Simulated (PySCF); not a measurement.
Species: C3H3 (charge +1).
Geometry (PBE0-D3(BJ)/def2-SVP, Å), atoms numbered from 1 in this order:
```
atom  x, y, z in Å
C1     1.4316    0.1770    0.4324
C2     0.2580    0.0291    0.0760
C3    -1.0216   -0.1337   -0.3152
H4     2.4654    0.3019    0.7445
H5    -1.3961   -1.1262   -0.6116
H6    -1.7138    0.7226   -0.3442
```

Linear response at CAM-B3LYP/def2-SVPD (PySCF, frozen core in the response, non-relativistic). Geometry: PBE0-D3(BJ)/def2-SVP; no solvent, vibrations or thermal averaging.

Static isotropic polarisability: 30.41 au (4.51 Å³), principal values 17.9, 20.7, 52.7 au.

Problem. What is the polarisability at 1064 nm and at the sodium D line?

Solution. 30.82 au at 1064 nm (+1.3 %), 31.82 au at 589.3 nm (+4.6 %). The lowest singlet lies at 566 nm (f = 0.000), near or inside this range; the response is undamped and has a pole at each allowed excitation.

Problem. What is the isotropic C6 coefficient between two such ions, C6 = (3/π)∫α(iω)² dω?

Solution. 342 au (Eh·bohr⁶) by a ten-point quadrature over imaginary frequencies, which is 204 eV·Å⁶ or 19.7 J·nm⁶/mol.

Problem. Which effective excitation energy ω̄ makes London's formula C6 = (3/4)α²ω̄ exact here?

Solution. ω̄ = 4·C6/(3α²) = 0.493 Eh = 13.4 eV. London's choice of the ionisation energy (18.06 eV, ΔSCF at the same level) gives C6 = 460 au, 35 % too high.

Problem. How many electrons N does the Slater–Kirkwood formula C6 = (3/4)·√N·α^(3/2) need to give this C6?

Solution. N = (4·C6/3)²/α³ = 7.4; the species has 20 electrons in all.

Problem. What does −C6/R⁶ come to at R = 10 Å between centres?

Solution. -20 J/mol. This is the leading, orientation-averaged term; C8 and higher terms are left out. The Coulomb repulsion of the two net charges at that distance is 139 kJ/mol.

Problem. What three-body coefficient follows from the one-pole estimate C9 = (3/4)·α·C6?

Solution. 7800 au. This is an estimate from the two numbers above, not a computed integral.

Problem. The lowest 10 singlets have (eV, f): 2.19, 0.000; 5.28, 0.130; 7.12, 0.000; 7.91, 0.010; 8.08, 0.000; 8.74, 0.000; 8.99, 0.808; 9.66, 0.001; 9.97, 0.026; 10.86, 0.001. What share of the static polarisability do they carry in the sum over states α = Σ f/ω²?

Solution. 11.18 au, 36.7 % of α; the largest term, 7.41 au, is that of the state at 8.99 eV. Their oscillator strengths add up to 0.98. Higher states carry the rest.

Problem. How anisotropic is the static polarisability, by Δα² = ½[(α1 − α2)² + (α2 − α3)² + (α3 − α1)²]?

Solution. Δα = 33.5 au, or 1.10 of the isotropic value.
